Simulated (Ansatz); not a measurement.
# Relative stability

The two ends of one reaction step of H3O2, doublet (PBE0-D4/def2-TZVP).

A:

```xyz
5
angstrom
H -0.5265 -0.6216 0.1208
H 0.7671 -1.6157 1.8369
O -0.8571 0.0408 -0.4991
O 0.0847 1.0926 -0.3018
H 0.5318 1.1039 -1.1568
```

B:

```xyz
5
angstrom
H 0.0138 -1.3798 1.2211
H 0.2479 -1.8140 1.7825
O -0.6823 0.2781 -0.7825
O 0.3021 1.1393 -0.7531
H 0.1185 1.7764 -1.4680
```

Ansatz 0.2.0; basis: def2-TZVPP; cores frozen in the correlated methods; orbitals are unrestricted. B3LYP uses VWN-RPA correlation.

Question: Which structure is lower at CCSD(T), and by how much? (An estimate is asked for; the value comes from the calculation.)

Answer: Computed: B, by 0.721 eV (electronic energy, against the other). By their contacts, A is a complex of H₂O₂ ([OH][OH]) + H and B is a complex of HO₂ ([O][OH]) + H₂.

All methods give the same order:

```
      method  E(B) − E(A) (eV)
       SPW92            -0.627
      PBE-D4            -0.804
     BLYP-D4            -0.971
   r2SCAN-D4            -0.879
      B97M-V            -0.830
     PBE0-D4            -0.769
    B3LYP-D4            -0.924
  r2SCAN0-D4            -0.869
    BHLYP-D4            -0.913
CAM-B3LYP-D4            -0.854
     wB97X-V            -0.848
     wB97M-V            -0.787
      B2PLYP            -0.802
    PBE-QIDH            -0.657
  RPA on PBE            -0.867
          HF            -0.890
         MP2            -0.321
        CCSD            -0.754
     CCSD(T)            -0.721
```

No T1 diagnostic of these runs exceeds 0.030. ⟨S²⟩ of the unrestricted Hartree–Fock references: 0.75 to 0.76 (a pure state has 0.75).

Labels in which every atom is bracketed show which atoms are joined, not bond orders.

For scale, one of the runs: CCSD(T)/def2-TZVPP, 104 basis functions (an equivalent command: `ansatz run in.yaml --threads 2`). Hardware: 2 CPU threads, shared host. Wall time 6 s; peak host memory 0.86 GiB.
